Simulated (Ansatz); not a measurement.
Geometry optimisation, UKS PBE0-D4/cc-pVDZ (Ansatz 0.2.0).

Input:

```yaml
crystal:
  periodic: [false, false, false]
  atoms:
    - { symbol: B, position_ang: [0.0, 0.0, -0.38377] }
    - { symbol: H, position_ang: [0.0, 0.0, 2.011394] }
    - { symbol: Cl, position_ang: [1.53707, 0.0, -1.19055] }
    - { symbol: Cl, position_ang: [-1.53707, 0.0, -1.19055] }
    - { symbol: H, position_ang: [0.0, 0.0, 2.733476] }
magnetization:
  spin_polarized: true
  initial_magnetization: 1
basis:
  gaussian: { orbitals: cc-pVDZ }
hamiltonian:
  xc: pbe0
  dispersion: d4
relax:
  f_tol: 0.03
  max_steps: 50
```

Command:

```bash
$ ansatz run input.yaml --threads 1 --pin off --max-ram 2048MiB --backend cpu --events-out ev --progress --plain --runs-dir out
```

Q: Where does it end, and by what steps?

A: It converged. The force dipped under the threshold on the way, but the program's further checks kept it going. After 4 steps the energy has fallen by 0.075 eV; H5 moved furthest, 0.43 Å.

| step | energy less start (eV) | largest force component (eV/Å) | accepted |
| --- | --- | --- | --- |
| 0 | 0.0000 | 1.861 | yes |
| 1 | -0.0652 | 0.046 | yes |
| 2 | -0.0729 | 0.079 | yes |
| 3 | -0.0744 | 0.011 | yes |
| 4 | -0.0747 | 0.006 | yes |

```xyz
5
Properties=species:S:1:pos:R:3
B 0.000 0.000 -0.660
H 0.000 0.000 2.404
Cl 1.535 0.000 -1.465
Cl -1.535 0.000 -1.465
H 0.000 0.000 3.167
```

Run time: 17 s on 1 thread of Arm Neoverse V1 (shared host), peak memory 0.15 GiB.
